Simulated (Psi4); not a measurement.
**HBS (hydrogen boron sulfide): B3LYP/cc-pVDZ (sweep point 1)**

What is the vertical ionisation energy of HBS (hydrogen boron sulfide) at B3LYP/cc-pVDZ (sweep point 1)? 

The calculation is run with Psi4 1.11.

## (1) The structure to begin with

HBS: 3 atoms, total charge 0, spin state singlet. SMILES: `B=S`. The shape is that of a GFN2-xTB optimisation.

Bond lengths: B1–S2 1.592 Å, B1–H3 1.144 Å. Angles: S2–B1–H3 179.9°.

## (2) The energy at B3LYP/cc-pVDZ (sweep point 1)

File input.inp:

```
memory 1.6 GB

molecule {
  0 1
  B     -0.07753546    -0.03042459     0.26936156
  S      0.74704653     0.27686377    -2.60717955
  H     -0.66952997    -0.24643918     2.33779909
  units au
  symmetry c1
}

set {
  puream               true
  scf_type             pk
  dft_radial_points    99
  dft_spherical_points 590
}

e, wfn = energy("b3lyp/cc-pVDZ", return_wfn=True)
```

On the command line:

```console
$ psi4 input.inp input.out -n 1
```

input.out:

```text
[...]
  Running in c1 symmetry.
[...]
  Nuclear repulsion =   32.001458650021128
[...]
  Multiplicity = 1
[...]
  Nalpha       = 11
  Nbeta        = 11
[...]
    Number of basis functions: 37
[...]
   @RKS iter   1:  -423.60790628386246   -3.06293e-01   7.83877e-03 ADIIS/DIIS
[...]
   @RKS iter   7:  -423.67359227171755   -2.12844e-08   7.93629e-07 DIIS
[...]
    Orbital Energies [Eh]
    ---------------------
    Doubly Occupied:
       1A    -88.875928     2A     -7.941208     3A     -6.817413
       4A     -5.901501     5A     -5.900250     6A     -5.900250
       7A     -0.734221     8A     -0.488289     9A     -0.382941
      10A     -0.300748    11A     -0.300748
[...]
  @RKS Final Energy:  -423.67359227171755
   => Energetics <=
    Nuclear Repulsion Energy =             32.0014586500211280
    One-Electron Energy =                -646.9694900477043120
    Two-Electron Energy =                 215.5614776186468475
    DFT Exchange-Correlation Energy =     -24.2670384926812730
    Empirical Dispersion Energy =           0.0000000000000000
    VV10 Nonlocal Energy =                  0.0000000000000000
    Total Energy =                       -423.6735922717175526
[...]
 Multipole Moments:
 ------------------------------------------------------------------------------------
     Multipole            Electronic (a.u.)      Nuclear  (a.u.)        Total (a.u.)
 ------------------------------------------------------------------------------------
 L = 1.  Multiply by 2.5417464519 to convert [e a0] to [Debye]
 Dipole X            :          0.5258280           -1.0368395           -0.5110115
 Dipole Y            :          0.0524956           -0.1057839           -0.0532882
 Dipole Z            :         -0.0000000            0.0000000           -0.0000000
 Magnitude           :                                                    0.5137824
[...]
```

It took 5.1 s on 1 thread of AMD EPYC 7R43 (Zen 3), shared host; peak memory 0.48 GiB.

## (3) The doublet cation at the same level

File bhs.dat:

```
memory 1.6 GB

molecule geom {
  1 2
  B     -0.07753546    -0.03042459     0.26936156
  S      0.74704653     0.27686377    -2.60717955
  H     -0.66952997    -0.24643918     2.33779909
  units au
  symmetry c1
}

set globals {
  basis                cc-pVDZ
  reference            uks
  puream               true
  scf_type             pk
  dft_radial_points    99
  dft_spherical_points 590
  maxiter              150
}

energy("b3lyp")
print_variables()
```

On the command line:

```console
$ psi4 -i bhs.dat -o bhs.out -n 1
```

bhs.out:

```text
[...]
  Running in c1 symmetry.
[...]
  Nuclear repulsion =   32.001458650021128
[...]
  Multiplicity = 2
[...]
  Nalpha       = 11
  Nbeta        = 10
[...]
    Number of basis functions: 37
[...]
   @UKS iter   1:  -423.23746952339752    6.41441e-02   4.42631e-03 ADIIS/DIIS
[...]
   @UKS iter   8:  -423.26177787474836   -3.86348e-08   6.09402e-07 DIIS
[...]
   @S^2 Observed:                7.525173645E-01
[...]
    Orbital Energies [Eh]
    ---------------------
    Alpha Occupied:
       1A    -89.236108     2A     -8.299069     3A     -7.142412
       4A     -6.269614     5A     -6.256150     6A     -6.253095
       7A     -1.089910     8A     -0.763939     9A     -0.693526
      10A     -0.654438    11A     -0.615313
    Alpha Virtual:
      12A     -0.340370    13A     -0.321758    14A     -0.171877
      15A     -0.061161    16A      0.000135    17A      0.024836
      18A      0.035426    19A      0.059203    20A      0.190671
      21A      0.208611    22A      0.209698    23A      0.213888
      24A      0.270073    25A      0.274123    26A      0.298619
[...]
  @UKS Final Energy:  -423.26177787474836
   => Energetics <=
    Nuclear Repulsion Energy =             32.0014586500211280
    One-Electron Energy =                -639.6092408799436271
    Two-Electron Energy =                 208.3789825099458426
    DFT Exchange-Correlation Energy =     -24.0329781547717474
    Empirical Dispersion Energy =           0.0000000000000000
    VV10 Nonlocal Energy =                  0.0000000000000000
    Total Energy =                       -423.2617778747483612
[...]
 Multipole Moments:
 ------------------------------------------------------------------------------------
     Multipole            Electronic (a.u.)      Nuclear  (a.u.)        Total (a.u.)
 ------------------------------------------------------------------------------------
 L = 1.  Multiply by 2.5417464519 to convert [e a0] to [Debye]
 Dipole X            :          0.1501934           -1.0368395           -0.8866461
 Dipole Y            :          0.0126627           -0.1057839           -0.0931211
 Dipole Z            :          0.0000000            0.0000000            0.0000000
 Magnitude           :                                                    0.8915228
[...]
```

Wall time 6.9 s (1 thread of AMD EPYC 7R43 (Zen 3), shared host); peak memory 0.48 GiB.

## (4) Results

At B3LYP/cc-pVDZ (sweep point 1):

| quantity | value |
| --- | --- |
| singlet HBS: total energy | -423.67359 Eh |
| singlet HBS: dipole moment | 1.31 D |
| singlet HBS: HOMO energy | -8.18 eV |
| singlet HBS: LUMO energy | -1.15 eV |
| singlet HBS: HOMO–LUMO gap | 7.03 eV |
| doublet cation: total energy | -423.26178 Eh |
| doublet cation: HOMO energy (highest over α and β) | -16.41 eV |
| doublet cation: LUMO energy (lowest over α and β) | -14.23 eV |
| doublet cation: ⟨S²⟩ | 0.753 |
| vertical ionisation energy (to the doublet cation) | 11.206 eV |

What this shows: The vertical ionisation energy comes to 11.21 eV (1081 kJ/mol). −ε(HOMO) before ionisation, 8.18 eV, is 3.02 eV below this ionisation energy.
